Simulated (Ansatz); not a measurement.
**C₂H₄FNOS: up Jacob's ladder to CCSD(T)**

The task here is to estimate one member of a computed series from the others.

The runs use Ansatz 0.2.0, Gaussian basis; functionals in def2-TZVPP, the program's frozen cores in correlated methods.

The runs, in order: PBE-D4, r2SCAN-D4, PBE0-D4, B3LYP-D4, ωB97X-V, ωB97M-V, B2PLYP; CCSD(T)/def2-TZVPP; MP2/def2-QZVPP; extrapolation to the limit.

## Structure used throughout

All runs share one geometry, relaxed beforehand with PBE0-D4 in a triple-zeta def2 set.

SMILES `NC(O)(F)C=S`, 10 atoms, charge 0, spin multiplicity 1.

Atoms are counted from 1 here; the program's logs count them from 0.

Bond lengths: N1–C2 1.405 Å, N1–H7 1.010 Å, N1–H8 1.012 Å, C2–O3 1.382 Å, C2–F4 1.387 Å, C2–C5 1.521 Å, O3–H9 0.963 Å, C5–S6 1.599 Å, C5–H10 1.091 Å. Angles: C2–N1–H7 111.3°, C2–N1–H8 110.5°, H7–N1–H8 110.6°, N1–C2–O3 107.4°, N1–C2–F4 112.8°, N1–C2–C5 109.4°, O3–C2–F4 107.8°, O3–C2–C5 110.0°, F4–C2–C5 109.3°, C2–O3–H9 107.7°, C2–C5–S6 127.1°, C2–C5–H10 110.7°, S6–C5–H10 122.2°.

Coordinates:

```mol
C2H4FNOS
  3D, bonds by distance, orders not assigned

 10  9  0  0  0  0  0  0  0  0999 V2000
    0.2743   -1.2286   -0.5867 N   0  0
   -0.1567   -0.1440    0.1965 C   0  0
    0.3947   -0.2972    1.4541 O   0  0
   -1.5359   -0.0987    0.3396 F   0  0
    0.3272    1.1549   -0.4286 C   0  0
   -0.5748    2.3576   -0.9719 S   0  0
   -0.1990   -1.2468   -1.4791 H   0  0
    0.1350   -2.1008   -0.0918 H   0  0
    0.0008    0.3668    2.0300 H   0  0
    1.4174    1.1855   -0.4594 H   0  0
  1  2  8  0
  2  3  8  0
  2  4  8  0
  2  5  8  0
  5  6  8  0
  1  7  8  0
  1  8  8  0
  3  9  8  0
  5 10  8  0
M  END
```

Set-up of the first run:

in.yaml reads:

```yaml
crystal:
  periodic: [false, false, false]
  atoms:
    - {symbol: N, position_ang: [0.274280, -1.228570, -0.586677]}
    - {symbol: C, position_ang: [-0.156692, -0.144011, 0.196482]}
    - {symbol: O, position_ang: [0.394718, -0.297200, 1.454143]}
    - {symbol: F, position_ang: [-1.535886, -0.098688, 0.339630]}
    - {symbol: C, position_ang: [0.327208, 1.154930, -0.428646]}
    - {symbol: S, position_ang: [-0.574831, 2.357617, -0.971914]}
    - {symbol: H, position_ang: [-0.198977, -1.246837, -1.479110]}
    - {symbol: H, position_ang: [0.135011, -2.100784, -0.091751]}
    - {symbol: H, position_ang: [0.000847, 0.366830, 2.029999]}
    - {symbol: H, position_ang: [1.417424, 1.185513, -0.459353]}
basis:
  gaussian: {orbitals: def2-TZVPP}
hamiltonian: {xc: pbe, dispersion: d4}
output: {forces: true, orbitals: {seedname: orbitals}}
```

On the command line:

```
$ ansatz run in.yaml --threads 4 --pin off --events-out ev --progress --plain --max-ram 10444MiB
```

Among the steps run: PBE-D4 (GGA); r2SCAN-D4 (meta-GGA); PBE0-D4 (hybrid); B3LYP-D4 (hybrid); ωB97X-V (range-separated); ωB97M-V (range-separated); B2PLYP (double hybrid); CCSD(T) in def2-TZVPP; MP2 in def2-QZVPP.

One table of the session follows, with a row left open; its other results are not shown here.

It belongs to the step «Atomisation energies». 

| method | atomisation energy (kcal/mol) |
| --- | --- |
| PBE-D4 | 953.3 |
| r2SCAN-D4 | 916.8 |
| PBE0-D4 | 919.7 |
| B3LYP-D4 | 912.2 |
| ωB97X-V | 917.6 |
| ωB97M-V | 920.4 |
| B2PLYP | 902.6 |
| HF/def2-TZVPP | ? |
| MP2/def2-TZVPP | 912.4 |
| CCSD/def2-TZVPP | 862.3 |
| CCSD(T)/def2-TZVPP | 883.8 |
| MP2/CBS | 942.6 |
| CCSD(T)/CBS | 914.1 |

Q: Estimate the row for HF/def2-TZVPP from the others.

The run gave: atomisation energy (kcal/mol): 595.5. In the column «atomisation energy (kcal/mol)» it is the lowest.

Caveats from the session: Free atoms (1 N, 2 C, 1 O, 1 F, 1 S, 4 H) were run apart at each level; the atomisation energy is their sum less the molecule, without zero-point or spin-orbit terms.
